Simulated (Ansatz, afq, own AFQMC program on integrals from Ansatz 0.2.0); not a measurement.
AFQMC on a folder of integrals that Ansatz 0.2.0 wrote.

```yaml
crystal:
  periodic: [false, false, false]
  atoms:
    - {symbol: Si, position_ang: [-0.002716, 0.000000, 0.492711]}
    - {symbol: C, position_ang: [0.023717, -0.000001, -1.396758]}
    - {symbol: H, position_ang: [0.630455, -1.216386, 1.069825]}
    - {symbol: H, position_ang: [0.630650, 1.216284, 1.069826]}
    - {symbol: H, position_ang: [-1.468051, 0.000117, 0.775218]}
basis:
  gaussian: {orbitals: cc-pVTZ}
magnetization: {spin_polarized: false, initial_magnetization: 1}
correlation: {method: ccsd_t, electrons: outside_noble_gas, hamiltonian_folder: ham}
```

```sh
$ ansatz run in.yaml --threads 1 --pin off --events-out ev --progress --plain --max-ram 16896MiB --backend cuda --devices 0, --max-vram 18GiB
```

afq runs on the folder ham with

```
--method free --trial cisd --walkers 400 --time-step 0.03 --max-blocks 4000 --target-error 0.0004 --factor-cut 1e-05 --seed 4303 --times 0,0.21,0.42,0.81,1.2,1.8,2.4,3 --taylor-order 8
```

Times are imaginary, in 1/Eh. The walk had a cap of 113 s.

Output of the walk:

```
orbitals 100  electrons 6 5  factors 602 of 606
reference energy -328.38373635 Eh
CCSD correlation -0.27058872 Eh in 21 cycles, weight of the determinant in the CISD state 0.8608
repeat  energy at the last time / Eh  error
    10  -328.664586  0.000811
    20  -328.665014  0.000560
    30  -328.665094  0.000402
time / (1/Eh)  energy / Eh  error  mean overlap
  0.00  -328.654312  0.000069  1.1620
  0.21  -328.659318  0.000107  1.1587
  0.42  -328.661409  0.000124  1.1620
  0.81  -328.663460  0.000170  1.1628
  1.20  -328.664050  0.000192  1.1766
  1.80  -328.664810  0.000273  1.1764
  2.40  -328.664890  0.000332  1.1730
  3.00  -328.665013  0.000395  1.1769
energy -328.665013 +/- 0.000395 Eh
```

The run passed its tests (error under three times the target), which doesn't prove that it has relaxed.

Against this walk (error 10.7 meV) on the same determinant: CCSD(T) 44.9 meV higher. The error is statistical, and a free projection of finite length keeps a remainder of its start. None of these is a sure reference here.

Cautions: remainder of the start not in the error; higher spins were not checked; a spin-contaminated unrestricted determinant lies lower (UHF 464 meV lower, ⟨S²⟩ 1.42).

The walk took 19 s on 1 × NVIDIA H100 80GB HBM3 with 2 threads of AMD EPYC 7R13 Processor (Zen 3), with other jobs on the host (the card was shared). The log's last line is the free-projection energy.

A walk keeps the symmetry of its determinant, which the program's search chose and which needn't be the lowest solution, so a lower state of the same spin and another symmetry isn't excluded.
